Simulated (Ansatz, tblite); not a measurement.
Dissociation curve of NH, triplet.

- GFN2-xTB, 300 K electronic temperature (tblite)
- FCI = full CI/cc-pVDZ, frozen core (Ansatz, a first-principles code)

Energies relative to the lowest point of each curve near equilibrium, in kcal/mol; the last columns give the difference from FCI:

```json
[
 {"R / Å": "0.82", "GFN2-xTB": "31.1", "FCI": "39.9", "GFN2-xTB − FCI": "-8.8"},
 {"R / Å": "0.88", "GFN2-xTB": "13.0", "FCI": "19.0", "GFN2-xTB − FCI": "-6.1"},
 {"R / Å": "0.93", "GFN2-xTB": "4.7", "FCI": "8.6", "GFN2-xTB − FCI": "-3.8"},
 {"R / Å": "0.98", "GFN2-xTB": "0.8", "FCI": "2.7", "GFN2-xTB − FCI": "-1.9"},
 {"R / Å": "1.01", "GFN2-xTB": "0.0", "FCI": "0.9", "GFN2-xTB − FCI": "-0.9"},
 {"R / Å": "1.04", "GFN2-xTB": "0.0", "FCI": "0.0", "GFN2-xTB − FCI": "0.0"},
 {"R / Å": "1.08", "GFN2-xTB": "1.1", "FCI": "0.1", "GFN2-xTB − FCI": "1.0"},
 {"R / Å": "1.15", "GFN2-xTB": "5.0", "FCI": "2.8", "GFN2-xTB − FCI": "2.2"},
 {"R / Å": "1.20", "GFN2-xTB": "8.8", "FCI": "6.0", "GFN2-xTB − FCI": "2.7"},
 {"R / Å": "1.26", "GFN2-xTB": "13.9", "FCI": "10.8", "GFN2-xTB − FCI": "3.1"},
 {"R / Å": "1.41", "GFN2-xTB": "28.1", "FCI": "24.6", "GFN2-xTB − FCI": "3.5"},
 {"R / Å": "1.57", "GFN2-xTB": "43.7", "FCI": "38.7", "GFN2-xTB − FCI": "5.0"},
 {"R / Å": "1.72", "GFN2-xTB": "57.6", "FCI": "49.5", "GFN2-xTB − FCI": "8.1"},
 {"R / Å": "1.88", "GFN2-xTB": "70.7", "FCI": "57.9", "GFN2-xTB − FCI": "12.8"},
 {"R / Å": "2.10", "GFN2-xTB": "85.6", "FCI": "64.9", "GFN2-xTB − FCI": "20.8"},
 {"R / Å": "2.27", "GFN2-xTB": "94.8", "FCI": "67.8", "GFN2-xTB − FCI": "27.0"},
 {"R / Å": "2.55", "GFN2-xTB": "106.0", "FCI": "70.0", "GFN2-xTB − FCI": "36.1"},
 {"R / Å": "2.83", "GFN2-xTB": "—", "FCI": "70.8", "GFN2-xTB − FCI": "—"},
 {"R / Å": "3.15", "GFN2-xTB": "—", "FCI": "71.2", "GFN2-xTB − FCI": "—"},
 {"R / Å": "3.62", "GFN2-xTB": "—", "FCI": "71.4", "GFN2-xTB − FCI": "—"},
 {"R / Å": "4.10", "GFN2-xTB": "—", "FCI": "71.5", "GFN2-xTB − FCI": "—"}
]
```

GFN2-xTB is furthest from FCI at 2.55 (36.1 kcal/mol, above); its mean absolute difference over the points is 8.5 kcal/mol.

Dashes: no converged value, or the column stops at the first point that the program doubted or that broke a chosen test of continuity, which isn't proof of a fault.
